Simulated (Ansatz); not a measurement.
**C₅H₄: how energies converge with the basis set**

How large a basis does C₅H₄ need? Two functionals are run in growing sets.

Program: Ansatz 0.2.0, Gaussian basis. Level of theory: one geometry, several basis sets. These are calculated values, not measurements.

Levels to be run: PBE0-D4/def2-SVP; ωB97M-V/def2-SVP; PBE0-D4/def2-QZVPP; ωB97M-V/def2-QZVPP; the functionals' def2-TZVPP values are taken from earlier runs.

### 1 The relaxed structure

An earlier PBE0-D4 in a triple-zeta def2 set relaxation fixed the geometry.

SMILES `C=C=C1C=C1`, 9 atoms, charge 0, spin multiplicity 1.

Atoms are counted from 1 here; the program's logs count them from 0.

Bond lengths: C1–C2 1.306 Å, C1–H6 1.088 Å, C1–H7 1.088 Å, C2–C3 1.288 Å, C3–C4 1.447 Å, C3–C5 1.447 Å, C4–C5 1.305 Å, C4–H8 1.078 Å, C5–H9 1.078 Å. Angles: C2–C1–H6 121.8°, C2–C1–H7 121.8°, H6–C1–H7 116.4°, C1–C2–C3 180.0°, C2–C3–C4 153.2°, C2–C3–C5 153.2°, C4–C3–C5 53.6°, C3–C4–C5 63.2°, C3–C4–H8 147.5°, C5–C4–H8 149.3°, C3–C5–C4 63.2°, C3–C5–H9 147.5°, C4–C5–H9 149.3°.

### 2 PBE0-D4 in def2-SVP

in.yaml reads:

```yaml
crystal:
  periodic: [false, false, false]
  atoms:
    - {symbol: C, position_ang: [0.209531, 1.286604, -1.715230]}
    - {symbol: C, position_ang: [0.088568, 0.503489, -0.677528]}
    - {symbol: C, position_ang: [-0.030888, -0.268699, 0.346830]}
    - {symbol: C, position_ang: [-0.320211, -1.535826, 0.982236]}
    - {symbol: C, position_ang: [0.019393, -0.548738, 1.765303]}
    - {symbol: H, position_ang: [-0.625881, 1.873011, -2.091303]}
    - {symbol: H, position_ang: [1.151242, 1.387670, -2.250227]}
    - {symbol: H, position_ang: [-0.612476, -2.566342, 0.864007]}
    - {symbol: H, position_ang: [0.209324, -0.177470, 2.759010]}
basis:
  gaussian: {orbitals: def2-SVP}
hamiltonian: {xc: pbe0, dispersion: d4}
output: {orbitals: {seedname: orbitals}}
```

Command:

```console
$ ansatz run in.yaml --threads 2 --pin off --events-out ev --progress --plain --max-ram 4352MiB
```

Further steps of the session: ωB97M-V in def2-SVP; PBE0-D4 in def2-QZVPP; ωB97M-V in def2-QZVPP.

**Question.** What will the summary of the whole plan be? Wanted: PBE0-D4: double and triple zeta above quadruple; ωB97M-V: double and triple zeta above quadruple.

As calculated:

```
                                       quantity          value
PBE0-D4: double and triple zeta above quadruple  5.91, 0.28 eV
ωB97M-V: double and triple zeta above quadruple  6.14, 0.25 eV
```

**Reading.** For PBE0-D4 the step from double to triple zeta gains 5.63 eV and the next only 0.28 eV. Total energies overstate the basis error of differences, where much of it tends to cancel.
